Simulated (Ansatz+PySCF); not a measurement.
Values are calculated unless marked as measured or tabulated.
## PySCF 2.14.0 run

```python
from pyscf import gto, scf, cc

mol = gto.M(atom="""
Mg 0.000000 0.000000 0.000000
H 2.715630 0.000000 1.567870
H -2.055180 0.000000 1.186560
""", basis='sto-3g', charge=0, spin=0)
mf = scf.RHF(mol)
mf.kernel()
mycc = cc.CCSD(mf, frozen=1).run()
et = mycc.ccsd_t()
print(mf.e_tot, mycc.e_corr, et, mycc.e_tot + et)
```

The script is written out from the run's settings.

Output:

```json
{
  "Converged": "yes",
  "Reference energy": "-197.81691 hartree",
  "CCSD correlation energy": "-0.19098 hartree",
  "Triples correction": "-0.01523 hartree",
  "Total energy": "-198.02312 hartree",
  "Spin squared of the determinant": "0.000"
}
```

Caution: large amplitudes, a single reference is doubtful; an unrestricted determinant lies well below.
